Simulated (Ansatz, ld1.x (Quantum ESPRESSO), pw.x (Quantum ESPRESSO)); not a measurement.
## Ir (Z = 77): one change to the TM potential, in the atom and in the bcc crystal

ld1.x (Quantum ESPRESSO) 7.5 input, shortened:

```
&input
   title='Ir', zed=77., rel=1, dft='PBESOL', iswitch=3,
   config='[Xe] 4f14 5d7 6s2 6p0'
 /
 &inputp
   pseudotype=2, tm=.true., lloc=1,
   nlcc=.true., new_core_ps=.true., rcore=1.45
 /
3
6S  1  0   2.00   0.00  2.45  2.45  0.0
5D  3  2   7.00   0.00  1.65  1.65  0.0
6P  2  1   0.00   0.00  3.60  3.60  0.0
 &test
   configts(1)='5d7 6s2 6p0'
 /
```

Change: all radii but the core radius scaled by about 0.94 (s 2.30, p 3.38, d 1.54 bohr).

Cutoffs, loose and tight: the cutoffs (Ry, on a coarse ladder) from which the occupation-weighted sum of valence levels, in a spherical-Bessel basis at the reference potential, stays within 10 and 1 mRy of its value at 400 Ry. They do not see the model core or the augmentation charge, which bear on the density cutoff. Test errors are all-electron minus pseudo excitation energies from the reference, over the configurations 5d7 6s1 6p0; 5d7 6s0 6p0; 5d6 6s0 6p0; 5d7 6s1.5 6p0; 5d7 6s1 6p1; 5d7 6s0 6p1; 5d8 6s1 6p0; variants that change the core or the reference have their own tests.

Crystal test: bcc Ir in pw.x 7.5, no spin, 15³ k-points, Fermi–Dirac smearing 0.01 Ry, cutoffs set for each file from its atomic test. The reference is all-electron LAPW (Ansatz 0.2.0) with the same functional, mesh and smearing; V0 and B0 come from Birch–Murnaghan fits to the pressures at five volumes. Errors are pseudo minus all-electron; Δ is the rms difference of the E(V) curves that follow from these fits, minima aligned, over ±6 % about the mean V0. Mesh and smearing are coarse, so the numbers serve the comparison and aren't converged zero-temperature values; the lattice is a test structure that the element need not adopt.

All-electron: a0 = 3.079 Å (V0 = 14.59 Å³/atom), B0 = 339.1 GPa.

Does the change bring the crystal closer to the all-electron result?

The mean pressure error goes from +34.28 to +41.76 GPa, so the change moves the solid further from the all-electron pressures. Neither pressure curve crosses zero within the volumes sampled, so no fits are given.

```csv
quantity,base,changed
outcome (atom),generated,generated
"cutoff, loose (atom)",40 Ry,40 Ry
"cutoff, tight (atom)",55 Ry,70 Ry
bound ghosts (atom),none,none
largest test error (meV) (atom),-97 over the solved tests; 1 of 7 tests not solved or not reliable,-293
cutoffs in pw.x (Ry),70/280,85/340
mean pressure error (GPa),+34.28,+41.76
```

Base: The largest radius (3.60 bohr) exceeds half the bond length (2.52 bohr), so the spheres overlap, which is one possible source of error among others. This is a poor potential for the solid. Atomic configuration tests: 1 of 7 tests not solved or not reliable. Changed file: The largest radius (3.38 bohr) exceeds half the bond length (2.52 bohr), so the spheres overlap, which is one possible source of error among others. This is a poor potential for the solid. The atomic cutoffs weigh occupied waves only.
